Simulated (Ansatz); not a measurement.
System: CH5Si, net charge 0, doublet state. SMILES: C[SiH2]
Geometry: optimised at B3LYP-D3(BJ)/def2-TZVP (Ansatz, a first-principles code).

Wanted: enthalpy of formation at 298 K, in kcal/mol. Terms: dispersion terms only where a functional's name holds one; no spin-orbit coupling; valence correlation only; non-relativistic; UHF or UKS for open shells. CBS(X,Y): correlation extrapolated as X^-3; Hartree-Fock from the larger set. The bracket is a focal-point correction in the basis named. First-principles rows: single points at B3LYP-D3(BJ) geometries (Ansatz), with unscaled harmonic terms from B3LYP/6-31G* at its own minima, enthalpies of formation by atomisation with measured atoms.

```csv
species,coefficient,"E at HF/STO-3G (Ansatz), Eh","E at PBE/def2-TZVPD (Ansatz), Eh","H(298 K) - E, kcal/mol"
C[SiH2] (CH5Si),+1,-325.86708,-330.36211,35.58
C atom,-1,-37.19839,-37.79605,-
H atom,-5,-0.46658,-0.49962,-
Si atom,-1,-285.46622,-289.22297,-
```

The atoms take no thermal term, since their enthalpies of formation at 0 K are used: the result is the sum of coefficient times E, plus the molecule's thermal term, plus number times (enthalpy of formation minus H(298) - H(0)) over the atoms. Measured values of the atoms (G2/97 table in ASE), kcal/mol:

```tsv
atom	number	enthalpy of formation of the gas at 0 K	H(298) - H(0) of the element's standard state
C	1	169.98	0.25
H	5	51.63	1.01
Si	1	106.60	0.76
```

Coupled cluster (Ansatz) is a level with limits of its own, used here on species with T1 under 0.025 (0.045 for open shells) and stable references: RI-MP2/CBS(def2-TZVPPD,def2-QZVPPD)+[CCSD(T)-MP2]/def2-TZVPPD. Value to compare with, RI-MP2/CBS(def2-TZVPPD,def2-QZVPPD)+[CCSD(T)-MP2]/def2-TZVPPD (Ansatz): 33.1 kcal/mol. 1 Eh = 627.5095 kcal/mol.

**Question.** Work the quantity out at each level, and compare with RI-MP2/CBS(def2-TZVPPD,def2-QZVPPD)+[CCSD(T)-MP2]/def2-TZVPPD (Ansatz).

**Answer.** 
- HF/STO-3G: the sum of coefficient times E is -0.86957 Eh, or -545.66 kcal/mol; the thermal terms add 35.58; the atoms' measured terms add 528.67. Result: 18.6 kcal/mol. Its difference against RI-MP2/CBS(def2-TZVPPD,def2-QZVPPD)+[CCSD(T)-MP2]/def2-TZVPPD (Ansatz) is -14.5 kcal/mol.
- PBE/def2-TZVPD: the sum of coefficient times E is -0.84499 Eh, or -530.24 kcal/mol; the thermal terms add 35.58; the atoms' measured terms add 528.67. Result: 34.0 kcal/mol. Its difference against RI-MP2/CBS(def2-TZVPPD,def2-QZVPPD)+[CCSD(T)-MP2]/def2-TZVPPD (Ansatz) is 0.9 kcal/mol.
